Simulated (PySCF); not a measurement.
# C3H5FO: the cost of one run

Computed with PySCF 2.14.0, with density-fitted response routines of our own, on a single molecule in the gas phase. Atoms are numbered from 0 throughout.

## 1. The molecule as given

10 atoms, charge 0, multiplicity 1; geometry from: GFN2-xTB.

Bonds of the start (Å): O0–C1 1.20, C1–C2 1.51, C2–C3 1.52, C3–F4 1.37, C1–H5 1.11, C2–H6 1.09, C2–H7 1.09, C3–H8 1.09, C3–H9 1.09.

## 2. Relaxing the molecule at PBE0-D3(BJ)/def2-SVP

The job: settings as JSON, then the geometry in Å.

```
{"job": {"xc": "PBE0", "basis": "def2-SVP", "d3": "d3bj", "grid": 1, "kind": "geom"}, "charge": 0, "multiplicity": 1}
O      2.427301    -0.261495    -0.310151
C      1.357147    -0.282961     0.224640
C      0.183788     0.582131    -0.158588
C     -1.125371    -0.199791    -0.155303
F     -1.425911    -0.618666     1.116558
H      1.146752    -0.954884     1.077015
H      0.350247     1.030147    -1.138563
H      0.116472     1.381095     0.586007
H     -1.959931     0.426887    -0.485748
H     -1.061611    -1.097809    -0.778394
```

Started as:

```bash
OMP_NUM_THREADS=1 python probes_run.py task.json out
```

This one command runs all jobs of the session in turn.

Q: Estimate the wall time and peak memory of this first job on 1 thread of Intel Xeon Platinum 8375C at 2.90GHz, shared host.

About 23 s, with a peak of 0.4 GiB.
